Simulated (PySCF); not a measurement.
Species: acrylic acid, C3H4O2.
Numbering: `[CH2:1]=[CH:2][C:3](=[O:4])[OH:5]` (hydrogens: H6, H7 on C1; H8 on C2; H9 on O5)

Structure used (PBE0-D3(BJ)/def2-TZVP), in Å, numbered top down from 1:
```
atom  x, y, z in Å
C1    -1.335   -0.691   -0.478
C2    -0.289   -0.488    0.311
C3     0.706    0.551   -0.021
O4     0.693    1.258   -0.993
O5     1.666    0.627    0.919
H6    -2.077   -1.447   -0.252
H7    -1.464   -0.094   -1.374
H8    -0.123   -1.061    1.216
H9     2.274    1.323    0.634
```

Linear response at PBE0/aug-cc-pVTZ (PySCF, frozen core in the response, non-relativistic). One conformer (not necessarily the lowest) at the PBE0-D3(BJ)/def2-TZVP geometry, without solvent, vibrations or thermal averaging.

Static isotropic polarisability: 45.85 au (6.79 Å³), principal values 30.7, 45.3, 61.6 au.

What is the polarisability at 1064 nm and at the sodium D line?

46.32 au at 1064 nm (+1.0 %), 47.47 au at 589.3 nm (+3.5 %). The rise at 589.3 nm is 3.42 times that at 1064 nm; a pure ω² law gives 3.26. The lowest singlet lies at 256 nm, shorter than both wavelengths.

What is the isotropic C6 coefficient between two such molecules, C6 = (3/π)∫α(iω)² dω?

873.6 au (Eh·bohr⁶) by a ten-point quadrature over imaginary frequencies, which is 522 eV·Å⁶ or 50.4 J·nm⁶/mol.

Which effective excitation energy ω̄ makes London's formula C6 = (3/4)α²ω̄ exact here?

ω̄ = 4·C6/(3α²) = 0.554 Eh = 15.1 eV. A one-pole form α(ω) = α/(1 − ω²/ω̄²) fitted to the 1064 nm value gives 11.5 eV.

What n − 1 at the D line would an ideal gas of it have at 273.15 K and 1 atm (2.6868 × 10¹⁹ cm⁻³), by n − 1 = 2π·N·α′?

11.88 × 10⁻⁴, a formal value whether or not that pressure can be reached.

How many electrons N does the Slater–Kirkwood formula C6 = (3/4)·√N·α^(3/2) need to give this C6?

N = (4·C6/3)²/α³ = 14.1; the species has 38 electrons in all.

How anisotropic is the static polarisability, by Δα² = ½[(α1 − α2)² + (α2 − α3)² + (α3 − α1)²]?

Δα = 26.8 au, or 0.58 of the isotropic value.

The lowest 10 singlets have (eV, f): 4.85, 0.000; 6.33, 0.235; 6.98, 0.072; 7.22, 0.124; 7.37, 0.028; 7.42, 0.000; 7.68, 0.005; 7.72, 0.007; 8.02, 0.012; 8.08, 0.001. What share of the static polarisability do they carry in the sum over states α = Σ f/ω²?

7.89 au, 17.2 % of α; the largest term, 4.34 au, is that of the state at 6.33 eV. Their oscillator strengths add up to 0.49. Higher states carry the rest.

What three-body coefficient follows from the one-pole estimate C9 = (3/4)·α·C6?

30000 au. This is an estimate from the two numbers above, not a computed integral.

What does −C6/R⁶ come to at R = 12 Å between centres?

-17 J/mol. This is the leading, orientation-averaged term; C8 and higher terms are left out.
